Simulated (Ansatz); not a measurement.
C₂H₈N₂ (`CC(N)N`). Total charge 0; spin multiplicity 1.

Cartesian coordinates in Å:
```
C -1.0725 -0.3108 -0.5599
C 0.1849 -0.1980 0.2887
N 0.2599 0.9928 1.1133
N 1.3408 -0.1571 -0.5851
H -1.0794 -1.2345 -1.1471
H -1.9633 -0.3116 0.0726
H -1.1298 0.5341 -1.2513
H 0.2047 -1.0518 0.9874
H 0.1990 1.8129 0.5187
H -0.5112 1.0234 1.7685
H 2.1862 -0.1227 -0.0288
H 1.3807 -0.9767 -1.1769
```

Task: Give the diagnostics of a CCSD(T)/def2-TZVPP run (frozen core, the Gaussian-basis code of Ansatz). (Estimate.)

Result: Ansatz gave: T1 = 0.0090, largest single amplitude 0.011, largest double 0.014, (T) share of the correlation energy 3.7 %, 9 CCSD cycles. The RHF solution is stable towards an unrestricted one. T1 lies under the customary mark of 0.02 for closed shells.
